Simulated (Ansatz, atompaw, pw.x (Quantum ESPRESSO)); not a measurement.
## What a changed setting does to a pw.x run (bcc Ta)

Potential: PAW, atompaw 4.2.0.5, PBE; core [Kr] 4d10 4f14, reference 5s2 5p6 5d3 6s2 6p0; waves: 5s (bound): rc 1.65 bohr; 6s (bound): rc 2.30 bohr; 5p (bound): rc 2.10 bohr; 6p (bound, empty): rc 2.30 bohr; 5d (bound): rc 2.30 bohr; 5d channel at 4.3 Ry: rc 2.30 bohr; local part: bessel scheme, radius 1.90 bohr; core correction: smooth core density matched at 2.30 bohr; augmentation: besselshape compensation charge, radius 2.05 bohr; PAW radius 2.30 bohr; waves and projectors: custom rrkj vanderbiltortho.

The reference run (k-mesh 14³, cutoffs 50/500 Ry, Fermi–Dirac 0.01 Ry, mixing_beta 0.4, conv_thr 1e-9, no spin) gives 0.65 GPa at 18.192 Å³/atom, where all-electron LAPW gives 1.22 GPa. This run, with its own iteration cap, changes smearing to gauss.

```
&control
  calculation='scf', prefix='x', pseudo_dir='./', outdir='./tmp', tstress=.true., disk_io='none'
/
&system
  ibrav=0, nat=1, ntyp=1, ecutwfc=50, ecutrho=500, nbnd=14,
  occupations='smearing', smearing='gauss', degauss=0.01
/
&electrons
  conv_thr=1e-09, mixing_beta=0.4, electron_maxstep=60
/
ATOMIC_SPECIES
Ta 1.0 Ta.UPF
CELL_PARAMETERS angstrom
  -1.65681297 1.65681297 1.65681297
  1.65681297 -1.65681297 1.65681297
  1.65681297 1.65681297 -1.65681297
ATOMIC_POSITIONS crystal
Ta 0.0000 0.0000 0.0000
K_POINTS automatic
14 14 14 0 0 0
```

```bash
pw.x < Ta.scf.in > Ta.scf.out
```

How does the run end?

It converges in 10 iterations; the free energy moves by +30.6 meV/atom and the pressure by -0.33 GPa. Gaussian smearing of the same width is narrower in effect than Fermi–Dirac, so its quadratic term in F is smaller.

```
Message from routine setup:
     using ibrav=0 with symmetry is DISCOURAGED, use correct ibrav instead
     lattice parameter (alat)  =       5.4229  a.u.
     unit-cell volume          =     122.7657 (a.u.)^3
     number of electrons       =        13.00
     number of Kohn-Sham states=           14
     kinetic-energy cutoff     =      50.0000  Ry
     charge density cutoff     =     500.0000  Ry
     scf convergence threshold =      1.0E-09
     Exchange-correlation= SLA PW PBX PBC
     number of k points=   104  Gaussian smearing, width (Ry)=  0.0100
     iteration #  1     ecut=    50.00 Ry     beta= 0.40
     total energy              =    -727.13617563 Ry
     estimated scf accuracy    <       0.02501455 Ry
     iteration #  2     ecut=    50.00 Ry     beta= 0.40
     total energy              =    -727.13733465 Ry
     estimated scf accuracy    <       0.00504683 Ry
     iteration #  3     ecut=    50.00 Ry     beta= 0.40
     total energy              =    -727.13829005 Ry
     estimated scf accuracy    <       0.00055213 Ry
     [... 4 iterations left out ...]
     iteration #  8     ecut=    50.00 Ry     beta= 0.40
     total energy              =    -727.13833488 Ry
     estimated scf accuracy    <       0.00000002 Ry
     iteration #  9     ecut=    50.00 Ry     beta= 0.40
     total energy              =    -727.13833487 Ry
     estimated scf accuracy    <          9.5E-09 Ry
     iteration # 10     ecut=    50.00 Ry     beta= 0.40
     the Fermi energy is    17.7899 ev
!    total energy              =    -727.13833487 Ry
     estimated scf accuracy    <          1.2E-10 Ry
     smearing contrib. (-TS)   =      -0.00065348 Ry
     The total energy is F=E-TS. E is the sum of the following terms:
     one-electron contribution =     -12.20388607 Ry
     hartree contribution      =      17.19033135 Ry
     xc contribution           =     -14.34504506 Ry
     ewald contribution        =     -98.21872040 Ry
     one-center paw contrib.   =    -619.56036121 Ry
     convergence has been achieved in  10 iterations
          total   stress  (Ry/bohr**3)                   (kbar)     P=        3.12
     Message from routine punch:
     Nothing written, as per user request (disk_io='none')
```

The run took about 12 s on one core of a shared host (Intel(R) Xeon(R) 6975P-C, 192 threads, 378 GiB, load 39).
